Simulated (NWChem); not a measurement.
# Ionisation of oxygen (O2)

```
O
O 1 1.2000
```
Charge 0, spin multiplicity 3.

All runs are NWChem calculations. The geometry was optimised at UB3LYP/def2-SVP, a minimum by its harmonic frequencies.

Basis set: def2-TZVPD. The species with one electron less has spin multiplicity 2 and keeps the geometry of the parent. Δ marks differences of total energies (open shells unrestricted). −ε marks an orbital energy of the parent. That orbital need not have the symmetry of the hole or added electron in the Δ rows.

B3LYP has NWChem's definition, with VWN1-RPA local correlation. The unpaired electrons of the parent sit in orbitals of symmetry b2g and b3g (D2h labels of the run); other states weren't searched. The stability of the SCF solutions was not checked. Open-shell Hartree-Fock references start from PBE0 orbitals.

**Question.** One of these methods gave a first vertical ionisation energy of 12.96 eV. Which?
A. −ε(alpha HOMO) of PBE
B. ΔB3LYP
C. G0W0@B3LYP
D. −ε(alpha HOMO) of HF

**Answer.** B, ΔB3LYP. The others give 15.14 (−ε(alpha HOMO) of HF), 6.75 (−ε(alpha HOMO) of PBE), 11.83 (G0W0@B3LYP).
